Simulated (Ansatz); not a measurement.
This Ansatz (a quantum-chemistry and plane-wave program) input (PBE/cc-pVTZ) gives -75.67724 Eh with 44 basis functions. A basis named .json is the Basis Set Exchange file of that set (core-valence sets with the plain set on hydrogen).

Ansatz 0.2 input:
```yaml
crystal:
  periodic: [false, false, false]
  atoms:
    - {symbol: O, position_ang: [-0.00000000, -0.00000000, -0.10852476]}
    - {symbol: H, position_ang: [0.00000000, 0.00000000, 0.86819804]}
basis:
  gaussian:
    orbitals: cc-pVTZ
    final_grid: {core_spheres: 6, valence_spheres: 5, degree: 17}
hamiltonian:
  xc: {name: PBE}
magnetization: {spin_polarized: true, initial_magnetization: 1}
```

Change:
```diff
- final_grid: {core_spheres: 6, valence_spheres: 5, degree: 17}
+ fitting: {mean_field: def2-SV_P_-JKFIT.json}
```

Question: What does the run give now?

Answer: -75.67729 Eh (PBE/cc-pVTZ, 44 functions), a change of -0.05 mEh.
